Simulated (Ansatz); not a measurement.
in.yaml

```yaml
crystal:
  periodic: [false, false, false]
  atoms:
    - {symbol: Al, position_ang: [0.000000, 0.000000, 0.000000]}
    - {symbol: H, position_ang: [0.000000, 0.000000, 2.339000]}
basis:
  gaussian: {orbitals: 6-31G}
total_charge: -1
magnetization: {spin_polarized: false, initial_magnetization: 1}
hamiltonian: {xc: pbe}
correlation: {method: fic_mrcisd_q, electrons: outside_noble_gas, active_space: {window: {electrons: 3, orbitals: 3}}}
accuracy: high
```

```sh
$ ansatz run in.yaml --threads 1 --pin off --events-out ev --progress --plain --max-ram 2393MiB
```

One thing in this input was set wrong on purpose, beside settings that are merely unusual. What is the gravest fault, and what does the program do?

Active space on a functional. How the run ends: refused.
```
Error: invalid value for `correlation.active_space`: it starts from restricted Hartree–Fock orbitals; set hamiltonian.xc: hf without magnetization.spin_polarized
```
